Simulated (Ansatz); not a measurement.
# Molecular dynamics of H₄Si

input.yaml

```yaml
crystal:
  periodic: [false, false, false]
  atoms:
    - { symbol: Si, position_ang: [-0.375769, 0.0, 0.385829] }
    - { symbol: H, position_ang: [0.898112, 0.0, 1.247679] }
    - { symbol: H, position_ang: [1.277029, -1.0e-06, 0.178585] }
    - { symbol: H, position_ang: [-0.296336, 1.217513, -0.479096] }
    - { symbol: H, position_ang: [-0.296336, -1.217513, -0.479096] }
basis:
  gaussian: { orbitals: def2-SVP }
hamiltonian:
  xc: b3lyp
  dispersion: d4
md:
  timestep: 0.5
  n_steps: 200
  ensemble: nve
  temperature: 100.0
  initial_velocities: maxwell_boltzmann
  seed: 10333
```

Launched with:

```bash
$ ansatz run input.yaml --threads 1 --pin off --max-ram 2048MiB --backend cpu --events-out ev --progress --plain --runs-dir out
```

It starts at the highest image of a converged band, a first-order saddle point between two minima.

Output, in part (step lines, the closing report, with atoms numbered from 0):

```
md step     0: t =     0.00 fs  T =   100.0 K  F+E_penalty+E_count = -7938.11029618 eV  E_kin = 0.038778 eV  conserved = -7938.07151818 eV  (22 SCF iters)
md step     1: t =     0.50 fs  T =    98.3 K  F+E_penalty+E_count = -7938.10963764 eV  E_kin = 0.038132 eV  conserved = -7938.07150593 eV  (21 SCF iters)
md step     2: t =     1.00 fs  T =    94.0 K  F+E_penalty+E_count = -7938.10794702 eV  E_kin = 0.036464 eV  conserved = -7938.07148311 eV  (20 SCF iters)
md step     3: t =     1.50 fs  T =    88.0 K  F+E_penalty+E_count = -7938.10557626 eV  E_kin = 0.034123 eV  conserved = -7938.07145368 eV  (21 SCF iters)
md step     4: t =     2.00 fs  T =    81.4 K  F+E_penalty+E_count = -7938.10299032 eV  E_kin = 0.031569 eV  conserved = -7938.07142118 eV  (21 SCF iters)
md step     5: t =     2.50 fs  T =    75.6 K  F+E_penalty+E_count = -7938.10070208 eV  E_kin = 0.029312 eV  conserved = -7938.07139006 eV  (20 SCF iters)
md step     6: t =     3.00 fs  T =    71.8 K  F+E_penalty+E_count = -7938.09920487 eV  E_kin = 0.027841 eV  conserved = -7938.07136397 eV  (19 SCF iters)
md step     7: t =     3.50 fs  T =    71.1 K  F+E_penalty+E_count = -7938.09891507 eV  E_kin = 0.027569 eV  conserved = -7938.07134573 eV  (19 SCF iters)
[... lines left out ...]
Total energy: -7938.21069365 eV, -291.7238622793 hartree
Atom 0 at    -0.429375     0.000952     0.400702 Å, force     0.394067    -0.177386    -0.709264 eV/Å
Atom 1 at     1.547420    -0.000014     1.111272 Å, force    -0.130106    -0.034010    -0.828794 eV/Å
Atom 2 at     1.714459    -0.031356     0.313791 Å, force    -0.208221     0.035201     0.613035 eV/Å
Atom 3 at    -0.092935     1.061323    -0.669577 Å, force     0.000812     0.143135     0.368443 eV/Å
Atom 4 at    -0.092891    -1.056483    -0.701801 Å, force    -0.056552     0.033059     0.556581 eV/Å
Dipole moment:     0.201913     0.005890     0.050146 e Å
```

The steps, from the saved trajectory:

| time (fs) | T (K) | potential energy less start (eV) | conserved less start (meV/atom) |
| --- | --- | --- | --- |
| 0.0 | 100 | 0.000 | 0.00 |
| 3.0 | 72 | 0.011 | 0.03 |
| 6.0 | 127 | -0.010 | 0.02 |
| 9.0 | 243 | -0.056 | 0.00 |
| 12.0 | 390 | -0.112 | 0.03 |
| 15.0 | 628 | -0.205 | -0.05 |
| 18.0 | 636 | -0.208 | -0.01 |
| 21.0 | 519 | -0.162 | 0.01 |
| 24.0 | 372 | -0.106 | -0.05 |
| 27.0 | 193 | -0.036 | 0.04 |
| 30.0 | 190 | -0.035 | 0.04 |
| 33.0 | 267 | -0.065 | -0.05 |
| 36.0 | 226 | -0.049 | -0.03 |
| 39.0 | 144 | -0.017 | 0.05 |
| 42.0 | 109 | -0.004 | 0.02 |
| 45.0 | 172 | -0.028 | -0.03 |
| 48.0 | 320 | -0.085 | -0.02 |
| 51.0 | 381 | -0.109 | 0.01 |
| 54.0 | 395 | -0.115 | -0.06 |
| 57.0 | 321 | -0.086 | -0.03 |
| 60.0 | 243 | -0.055 | 0.05 |
| 63.0 | 382 | -0.110 | -0.02 |
| 66.0 | 566 | -0.181 | -0.03 |
| 69.0 | 550 | -0.175 | -0.04 |
| 72.0 | 348 | -0.096 | 0.00 |
| 75.0 | 190 | -0.035 | -0.01 |
| 78.0 | 135 | -0.013 | 0.02 |
| 81.0 | 287 | -0.073 | -0.01 |
| 84.0 | 476 | -0.146 | 0.00 |
| 87.0 | 594 | -0.192 | -0.06 |
| 90.0 | 553 | -0.176 | -0.15 |
| 93.0 | 226 | -0.048 | 0.08 |
| 96.0 | 200 | -0.039 | -0.05 |
| 99.0 | 353 | -0.099 | -0.17 |

All steps were run. The conserved energy stayed within 0.17 meV per atom of its start (net change -0.073 meV per atom), so the integration is sound. The kinetic energy rose, since the run started high on the potential surface and went downhill. It ends in pieces (H2 + H2Si), so much of that is their flight and rotation, not heat. A run of 0.1 ps of so small a system gives no equilibrium averages. The orbitals stay closed-shell, which can raise the energy where a bond breaks towards radicals; this wasn't checked here.

Between its relaxed ends the band would form H2–H3 and break Si1–H2, Si1–H3. These pairs go: H2–H3 1.13 → 0.82 Å, Si1–H2 1.54 → 2.10 Å, Si1–H3 1.67 → 2.15 Å. In the last frame they stand as after the step (other bonds may differ from the relaxed reactants and products). These pairs come and go: their bonding changes 10 times, last at 88 of 100 fs, so the outcome isn't settled. It ends as H2 + H2Si. Pairs count as bonded within 1.25 times the sum of covalent radii (0.12 Å more for H–H).

Last frame:

```xyz
5
Properties=species:S:1:pos:R:3
Si -0.429 0.001 0.401
H 1.547 0.000 1.111
H 1.714 -0.031 0.314
H -0.093 1.061 -0.670
H -0.093 -1.056 -0.702
```

The run took 2.6 min on 1 thread of AMD EPYC 7R43 64-Core Processor (Zen 3) (shared host), peak memory 0.1 GiB.
